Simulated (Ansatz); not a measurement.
Write a Python script for the Python package of Ansatz (0.2.0) that makes a geometry optimisation of C5H8S, SMILES C1CC1C1CS1. Use: B3LYP, def2-SVP basis, multiplicity 1.

```xyz
14

C    -1.6706   -0.5408    0.2186
C    -1.2598    0.9016    0.4671
C    -0.4210    0.0184   -0.4415
C     0.8924   -0.4603    0.1803
C     2.0967    0.1517   -0.3863
S     1.8244   -1.5864   -0.9381
H    -1.5069   -1.2128    1.0884
H    -2.5412   -0.6496   -0.4621
H    -1.8863    1.6469   -0.0669
H    -0.8499    1.0859    1.4835
H    -0.5070    0.2272   -1.5302
H     0.9466   -0.7314    1.2572
H     2.9420    0.2532    0.3260
H     1.9406    0.8963   -1.1961
```

The script, `opt.py`:
```python
# -*- coding: utf-8 -*-
"""Relax the C5H8S molecule."""

import warnings

import ansatz as az
from ase import Atoms
import numpy as np
import pandas as pd

warnings.simplefilter("ignore", az.DeckWarning)

atoms = Atoms(["C", "C", "C", "C", "C", "S", "H", "H", "H", "H", "H", "H", "H", "H"], positions=[
    (-1.6706, -0.5408, 0.2186),
    (-1.2598, 0.9016, 0.4671),
    (-0.421, 0.0184, -0.4415),
    (0.8924, -0.4603, 0.1803),
    (2.0967, 0.1517, -0.3863),
    (1.8244, -1.5864, -0.9381),
    (-1.5069, -1.2128, 1.0884),
    (-2.5412, -0.6496, -0.4621),
    (-1.8863, 1.6469, -0.0669),
    (-0.8499, 1.0859, 1.4835),
    (-0.507, 0.2272, -1.5302),
    (0.9466, -0.7314, 1.2572),
    (2.942, 0.2532, 0.326),
    (1.9406, 0.8963, -1.1961),
])
system = az.Crystal.molecule_from_ase(atoms)

base = system.calculation()
base = base.basis(gaussian="def2-SVP")
base = base.functional("B3LYP")
symbols = [site.symbol for site in system.cartesian_sites]
start = np.array([site.position_ang for site in system.cartesian_sites], dtype=float)
def progress(event):
    if event["event"] == "relax_step":
        row = event["data"]
        print(f"step {row['step']:3d}  E = {row['lagrangian_ev']:.6f} eV  max force {row['allowed_force_max_ev_ang']:.4f} eV/A")


summary = base.relax(force_tolerance=0.01, max_steps=100).session().plan().execute(on_event=progress).report
end = np.array(summary["positions_ang"])

for key in ("converged", "free_energy_ev", "reference_energy_ev", "n_frozen", "n_occupied", "n_virtual"):
    print(f"{key:22s} {summary[key]}")

print("bond        before    after (A)")
for i, j in [(0, 1), (0, 2), (0, 6), (0, 7), (1, 2), (1, 8), (1, 9), (2, 3), (2, 10), (3, 4), (3, 5), (3, 11), (4, 5), (4, 12)]:
    d0, d1 = (np.linalg.norm(xyz[i] - xyz[j]) for xyz in (start, end))
    print(f"{symbols[i]}{i}-{symbols[j]}{j}".ljust(10), f"{d0:8.4f} {d1:8.4f}")

charges = summary["charge_distribution"]
table = pd.DataFrame({"atom": symbols, "mulliken": charges["mulliken_charges_e"], "lowdin": charges["lowdin_charges_e"]})
print(table.round(3).to_string())
print("dipole (e A):", np.round(charges["dipole_moment_e_ang"], 4) + 0.0)
```

`python opt.py` gives:
```text
step   1  E = -16142.386965 eV  max force 1.6482 eV/A
step   2  E = -16142.722097 eV  max force 0.5029 eV/A
step   3  E = -16142.751317 eV  max force 0.2562 eV/A
step   4  E = -16142.755468 eV  max force 0.0865 eV/A
step   5  E = -16142.755554 eV  max force 0.0685 eV/A
step   6  E = -16142.756313 eV  max force 0.0089 eV/A
converged              True
free_energy_ev         -16142.756564215946
reference_energy_ev    -16142.756564215946
n_frozen               0
n_occupied             [27, 27]
n_virtual              [101, 101]
bond        before    after (A)
C0-C1        1.5202   1.5062
C0-C2        1.5198   1.5071
C0-H6        1.1113   1.0946
C0-H7        1.1105   1.0936
C1-C2        1.5196   1.5148
C1-H8        1.1105   1.0938
C1-H9        1.1113   1.0946
C2-C3        1.5300   1.4957
C2-H10       1.1119   1.0951
C3-C4        1.4649   1.4827
C3-S5        1.8405   1.8471
C3-H11       1.1118   1.0974
C4-S5        1.8438   1.8304
C4-H12       1.1100   1.0954
   atom  mulliken  lowdin
0     C    -0.013   0.008
1     C    -0.029   0.006
2     C    -0.003  -0.072
3     C    -0.100  -0.124
4     C     0.011  -0.072
5     S    -0.131   0.197
6     H     0.027   0.010
7     H     0.031   0.012
8     H     0.031   0.010
9     H     0.026   0.008
10    H     0.006   0.016
11    H     0.031   0.006
12    H     0.059  -0.002
13    H     0.054  -0.003
dipole (e A): [-0.1406  0.3443  0.1602]
```

Reading the output:
- Total energies depend on the basis set; only differences at equal settings carry meaning.
- The end point is the stationary point reached from this start; no frequency run checks that it is a minimum, and the basis set is modest.
- The Löwdin charges here are taken after orthogonalising the functions within each atom; they differ from plain Löwdin charges, and their signs can be unphysical.
- b3lyp holds the VWN-RPA fit, as in Gaussian; the form of ORCA and Turbomole is b3lyp5.
- Finished in 48 s on 1 thread of Arm Neoverse V2, with other jobs on the host, peak memory 0.44 GiB.

(A comment or docstring line of the script was reworded after the run, the code is as it ran; lines on the test bed's own set-up are left out of the output.)
